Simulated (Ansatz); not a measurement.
# C3H5F3: the cost of one run

The runs use Ansatz 0.2.0, Gaussian basis; the settings change from run to run.

### Step 1. The relaxed structure

The structure was relaxed beforehand with PBE0-D4 in a triple-zeta def2 set.

SMILES `CC(F)(F)CF`, 11 atoms, charge 0, spin multiplicity 1.

Atoms are counted from 1 here; the program's logs count them from 0.

Bond lengths: C1–C2 1.500 Å, C1–H7 1.090 Å, C1–H8 1.090 Å, C1–H9 1.089 Å, C2–F3 1.362 Å, C2–F4 1.367 Å, C2–C5 1.516 Å, C5–F6 1.373 Å, C5–H10 1.093 Å, C5–H11 1.093 Å. Angles: C2–C1–H7 109.0°, C2–C1–H8 110.1°, C2–C1–H9 109.7°, H7–C1–H8 109.3°, H7–C1–H9 109.5°, H8–C1–H9 109.2°, C1–C2–F3 109.4°, C1–C2–F4 110.2°, C1–C2–C5 115.7°, F3–C2–F4 106.4°, F3–C2–C5 108.7°, F4–C2–C5 106.0°, C2–C5–F6 110.1°, C2–C5–H10 109.5°, C2–C5–H11 108.9°, F6–C5–H10 109.0°, F6–C5–H11 109.2°, H10–C5–H11 110.1°.

### Step 2. B2GP-PLYP/aug-pcseg-2

This run has relativity set to none.

File in.yaml:

```yaml
crystal:
  periodic: [false, false, false]
  atoms:
    - {symbol: C, position_ang: [-1.109897, -0.367800, -0.565829]}
    - {symbol: C, position_ang: [-0.042070, -0.279795, 0.483825]}
    - {symbol: F, position_ang: [-0.578929, 0.208362, 1.636588]}
    - {symbol: F, position_ang: [0.434014, -1.527030, 0.777681]}
    - {symbol: C, position_ang: [1.170708, 0.554718, 0.120486]}
    - {symbol: F, position_ang: [0.779902, 1.816037, -0.255106]}
    - {symbol: H, position_ang: [-1.927745, -0.981686, -0.188602]}
    - {symbol: H, position_ang: [-0.707122, -0.820381, -1.472291]}
    - {symbol: H, position_ang: [-1.480929, 0.630025, -0.797374]}
    - {symbol: H, position_ang: [1.701491, 0.083871, -0.710760]}
    - {symbol: H, position_ang: [1.825778, 0.626778, 0.991982]}
basis:
  gaussian: {orbitals: aug-pcseg-2}
hamiltonian: {xc: {name: B2GP-PLYP}, pseudopotentials: {relativity: none}}
output: {forces: true}
```

On the command line:

```sh
ansatz run in.yaml --threads 4 --pin off --events-out ev --progress --plain --max-ram 10444MiB
```

**Question.** How long does this run take on 4 threads of Arm Neoverse V2, shared host, and how much memory does it need?

About 40 s, with a peak of 2.3 GiB.
